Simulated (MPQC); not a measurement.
# BNH2Cl (SMILES N[B]Cl): levels of theory compared

Aim: a comparison of 4 runs (UHF/STO-3G, UHF/3-21G, UHF/def2-SVP, UPBE0/def2-SVP) of BNH2Cl. 

Program for the calculation: MPQC 2.3.1.

2 further runs of the same task are left out: 2 set aside as unsound or not needed.

**1. Starting point**

BNH2Cl: 5 atoms, total charge 0, spin state doublet. SMILES: `N[B]Cl`. The shape is that of a PBE0-D4/def2-TZVP optimisation. This is one conformer, not always the lowest.

Bond lengths: N1–B2 1.376 Å, B2–Cl3 1.746 Å, N1–H4 1.005 Å, N1–H5 1.010 Å. Angles: N1–B2–Cl3 124.3°, B2–N1–H4 122.3°, B2–N1–H5 123.4°, H4–N1–H5 114.3°.

**2. Energy and gradient at UHF/STO-3G (run 1)**

input.in

```
% emacs should use -*- KeyVal -*- mode
molecule<Molecule>: (
    symmetry = c1
    unit = bohr
    { atoms geometry } = {
        N  [ -0.63116853     0.77875614    -0.48509270 ]
        B  [ -0.18594905    -1.02914485     1.33112308 ]
        Cl [ 2.53828013    -2.88410001     1.48267912 ]
        H  [ -2.22364073     1.81394811    -0.51608420 ]
        H  [ 0.59677551     1.18126780    -1.89085996 ]
    }
)
basis<GaussianBasisSet>: (
    name = "STO-3G"
    molecule = $:molecule
    basisdir = "."
    puream = yes
)
mpqc: (
    checkpoint = no
    savestate = no
    restart = no
    do_energy = yes
    do_gradient = yes
    optimize = no
    mole<UHF>: (
        molecule = $:molecule
        basis = $:basis
        total_charge = 0
        multiplicity = 2
        memory = 1000000000
        print_evals = yes
        print_npa = yes
        maxiter = 120
        value_accuracy = 1e-08
        guess_wavefunction<UHF>: (
            molecule = $:molecule
            total_charge = 0
            multiplicity = 2
            memory = 1000000000
            value_accuracy = 1e-3
            basis<GaussianBasisSet>: (
                name = "STO-3G"
                molecule = $:molecule
            )
        )
    )
)
```

The basis set STO-3G is read from a file made from the Basis Set Exchange's data (not shown).

Command:

```console
$ mpqc input.in > input.out
```

The log of the run:

```text
MPQC: Massively Parallel Quantum Chemistry
[...]
  <S^2>      = 0.758714
  total scf energy = -533.8665213783
[...]
Value of the MolecularEnergy: -533.8665213783
  Gradient of the MolecularEnergy:
      1   -0.0121380092
      2    0.0189149321
      3   -0.0133595180
      4    0.0289867543
      5   -0.0183513553
      6   -0.0000208044
      7   -0.0237991189
      8    0.0141270926
      9    0.0011390880
     10    0.0116909071
     11   -0.0093587294
     12    0.0023097896
[...]
      symmetry = c1
[...]
      nbasis = 21
[...]
    nalpha = 16
    nbeta = 15
[...]
```

Run time: 0.24 s. Hardware: 1 thread of Arm Neoverse V1, shared host.

**3. Energy and forces at UHF/3-21G (run 2)**

job.in

```
molecule<Molecule>: (
    symmetry = c1
    unit = angstrom
    { atoms geometry } = {
        N  [ -0.334000       0.412100      -0.256700 ]
        B  [ -0.098400      -0.544600       0.704400 ]
        Cl [ 1.343200      -1.526200       0.784600 ]
        H  [ -1.176700       0.959900      -0.273100 ]
        H  [ 0.315800       0.625100      -1.000600 ]
    }
)
basis<GaussianBasisSet>: (
    name = "3-21G"
    molecule = $:molecule
    basisdir = "."
    puream = yes
)
mpqc: (
    checkpoint = no
    savestate = no
    restart = no
    do_energy = yes
    do_gradient = yes
    optimize = no
    mole<UHF>: (
        molecule = $:molecule
        basis = $:basis
        total_charge = 0
        multiplicity = 2
        memory = 1000000000
        print_evals = yes
        print_npa = yes
        maxiter = 120
        value_accuracy = 1e-08
        guess_wavefunction<UHF>: (
            molecule = $:molecule
            total_charge = 0
            multiplicity = 2
            memory = 1000000000
            value_accuracy = 1e-3
            basis<GaussianBasisSet>: (
                name = "STO-2G"
                molecule = $:molecule
            )
        )
    )
)
```

The basis set 3-21G is read from a file made from the Basis Set Exchange's data (not shown).

Command:

```console
$ mpqc -o job.out job.in
```

The log of the run:

```text
MPQC: Massively Parallel Quantum Chemistry
[...]
  <S^2>      = 0.757629
  total scf energy = -537.1771654933
[...]
Value of the MolecularEnergy: -537.1771654933
  Gradient of the MolecularEnergy:
      1    0.0002981349
      2   -0.0112948784
      3    0.0132255339
      4    0.0248132973
      5   -0.0094774261
      6   -0.0074376246
      7   -0.0256438677
      8    0.0173927755
      9   -0.0013545206
     10   -0.0034051313
     11    0.0028102540
     12   -0.0007884178
[...]
      symmetry = c1
[...]
      nbasis = 35
[...]
    nalpha = 16
    nbeta = 15
[...]
```

Wall time 1.1 s (1 thread of Arm Neoverse V1, shared host).

Run 3 isn't shown in full; the table further down has it.

**4. Energy and gradient at UPBE0/def2-SVP (run 4)**

mol.in

```
molecule<Molecule>: (
  symmetry = c1
  unit = angstrom
  { atoms geometry } = {
    N  [ -0.334000 0.412100 -0.256700 ]
    B  [ -0.098400 -0.544600 0.704400 ]
    Cl [ 1.343200 -1.526200 0.784600 ]
    H  [ -1.176700 0.959900 -0.273100 ]
    H  [ 0.315800 0.625100 -1.000600 ]
  }
)
basis<GaussianBasisSet>: (
  name = "def2-SVP"
  molecule = $:molecule
  basisdir = "."
  puream = yes
)
mpqc: (
  checkpoint = no
  savestate = no
  restart = no
  do_energy = yes
  do_gradient = yes
  optimize = no
  mole<UKS>: (
    molecule = $:molecule
    basis = $:basis
    total_charge = 0
    multiplicity = 2
    memory = 1000000000
    print_evals = yes
    print_npa = yes
    maxiter = 120
    value_accuracy = 1e-08
    functional<SumDenFunctional>: (
      a0 = 0.25
      coefs = [ 0.75 1 ]
      funcs: [ <PBEXFunctional>: () <PBECFunctional>: () ]
    )
    integrator<RadialAngularIntegrator>: ( grid = xfine )
    guess_wavefunction<UHF>: (
      molecule = $:molecule
      total_charge = 0
      multiplicity = 2
      memory = 1000000000
      value_accuracy = 1e-3
      basis<GaussianBasisSet>: (
        name = "3-21G"
        molecule = $:molecule
      )
    )
  )
)
```

The basis set def2-SVP is read from a file made from the Basis Set Exchange's data (not shown).

Command:

```console
$ mpqc mol.in > mol.out
```

The log of the run:

```text
MPQC: Massively Parallel Quantum Chemistry
[...]
  Integrated electron density error = 0.000454302756
  iter     1 energy = -540.5014370888 delta = 1.66377e-01
  Integrated electron density error = 0.000377704993
  iter     2 energy = -540.5609392801 delta = 1.40093e-02
[...]
  Integrated electron density error = -0.000000117902
  iter    22 energy = -540.5659453378 delta = 3.13085e-08
  Integrated electron density error = -0.000000117902
  iter    23 energy = -540.5659453378 delta = 1.40785e-08
  Integrated electron density error = -0.000000117902
  iter    24 energy = -540.5659453379 delta = 1.15983e-08
[...]
  <S^2>      = 0.753407
  total scf energy = -540.5659453379
[...]
  Integrated electron density error = -0.000000118816
  Total Gradient:
[...]
Value of the MolecularEnergy: -540.5659453379
  Gradient of the MolecularEnergy:
      1   -0.0009234587
      2    0.0017204626
      3   -0.0013513814
      4    0.0024978952
      5    0.0007796749
      6   -0.0028089380
      7   -0.0030799980
      8    0.0020011798
      9   -0.0000587387
     10    0.0050043551
     11   -0.0033265630
     12    0.0001754003
[...]
        symmetry = c1
[...]
        nbasis = 56
[...]
      nalpha = 16
      nbeta = 15
[...]
```

Wall time 56 s (1 thread of Arm Neoverse V1, shared host); peak memory 0.24 GiB.

**5. The series**

| run | level | starting guess | integration grid | energy (Eh) | ⟨S²⟩ | largest force (eV/Å) | wall time |
| --- | --- | --- | --- | --- | --- | --- | --- |
| 1 | UHF/STO-3G | STO-3G | – | -533.866521 | 0.759 | 1.764 | 0.24 s |
| 2 | UHF/3-21G | STO-2G | – | -537.177165 | 0.758 | 1.595 | 1.1 s |
| 3 | UHF/def2-SVP | STO-3G | – | -539.624337 | 0.756 | 0.585 | 6.3 s |
| 4 | UPBE0/def2-SVP | 3-21G | xfine | -540.565945 | 0.753 | 0.309 | 56 s |

**6. What came out**

| quantity | value |
| --- | --- |
| run 4: total energy | -540.56595 Eh |
| run 4: ⟨S²⟩ | 0.753 |
| run 4: largest force on an atom | 0.309 eV/Å |

What this shows: In run 1 the basis is minimal, so the values are rough. All runs together took 63 s, the longest 56 s.
